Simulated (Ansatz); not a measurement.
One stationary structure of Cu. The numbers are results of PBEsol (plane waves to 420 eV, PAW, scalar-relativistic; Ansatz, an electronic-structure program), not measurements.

```xyz
1
Lattice="0.0000 1.7818 1.7818 1.7818 0.0000 1.7818 1.7818 1.7818 0.0000" Properties=species:S:1:pos:R:3 pbc="T T T"
Cu     1.7818     1.7818     1.7818
```

Task: Determine the symmetry and give the standard cell with its independent sites.

Result: Space group Fm-3m (No. 225); a = b = c = 3.5636 Å, α = β = γ = 90.00°

```csv
atom,site,symmetry,x,y,z
Cu,4b,m-3m,0.5000,0.5000,0.5000
```

This is the fcc (Cu type).

Task: Give the shortest distances between elements (the closest pairs, up to four, under 3.6 Å).

Result: Cu–Cu 2.52 Å.

- Volume per atom: 11.31 Å³
- Density: 9.33 g/cm³
- Band gap: zero (metallic)

No spin polarisation in the result.

Measured for Cu: a 3.595 Å (static lattice; corrected from measurement; as listed in Gábor I. Csonka et al., Physical Review B (2009)). Computed minus measured — a: PBEsol -0.9 %. The computed values are for a static lattice.

The run could not lose the symmetry of its start.

It was reached from a disturbed copy of a Fd-3m (No. 227) cell (diamond type), against which it lies -1.20 eV/atom.
